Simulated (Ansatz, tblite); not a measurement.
Spin states of Si2Cl, each relaxed with r2SCAN-D4/def2-TZVP in Ansatz. Electronic energies in the gas phase.

The xTB rows come from tblite. LC-ωPBE has ω = 0.4 bohr⁻¹. B3LYP takes the VWN-RPA correlation. HSE06 is defined as in plane-wave codes, on full-range PBE exchange. Correlated methods freeze 15 core orbitals. In CCSD on the charge 0 doublet the largest single amplitude is 0.23, so its Hartree–Fock determinant may place the open shell otherwise than the density functionals do. The structure comes from a short search, and lower isomers may exist.

Doublet geometry (C∞v within 0.1 Å):

```xyz
3

Si   -0.002   -0.010   -0.031
Si    0.138    0.646    1.998
Cl   -0.136   -0.636   -1.968
```

Quartet geometry (Cs within 0.1 Å):

```tsv
atom	x (Å)	y (Å)	z (Å)
Si1	0.604	-0.134	0.543
Si2	-1.426	-1.243	0.331
Cl3	0.823	1.377	-0.873
```

⟨S²⟩: doublet 0.76 at PBE0-D4/def2-TZVP (pure 0.75), quartet 3.76 at PBE0-D4/def2-TZVP (pure 3.75).

Run but left out: HF/def2-TZVP, HF/def2-TZVPP, MP2/def2-TZVP, MP2/def2-TZVPP (doublet: ⟨S²⟩ 1.16, where a pure state has 0.75).

Only these spin states were relaxed.

| level | quartet − doublet (kcal/mol) | lowest of these | remarks |
| --- | --- | --- | --- |
| GFN1-xTB | 28.8 | doublet | – |
| GFN2-xTB | 21.5 | doublet | – |
| PBE-D4/def2-TZVP | 4.7 | doublet | – |
| r2SCAN-D4/def2-TZVP | 4.0 | doublet | – |
| B3LYP-D4/def2-TZVP | 4.0 | doublet | – |
| PBE0-D4/def2-TZVP | 2.6 | doublet | – |
| HSE06-D4/def2-TZVP | 2.8 | doublet | – |
| CAM-B3LYP-D4/def2-TZVP | 2.6 | doublet | – |
| LC-ωPBE/def2-TZVP | -0.1 | tie | – |
| PBE-QIDH/def2-TZVP | 3.2 | doublet | – |
| RPA@PBE/def2-TZVP | 6.2 | doublet | – |
| CCSD/def2-TZVPP | 2.5 | doublet | large T1 (0.063) (doublet), spin-contaminated (⟨S²⟩ 1.16) (doublet) |
| CCSD(T)/def2-TZVPP | 4.8 | doublet | large T1 (0.063) (doublet), spin-contaminated (⟨S²⟩ 1.16) (doublet) |

Change of the quartet − doublet gap on mixing in exact exchange, in kcal/mol: PBE to PBE0 (25 % exact exchange) -2.0.

The xTB methods have no term that favours high spin, so they put low spin too low.
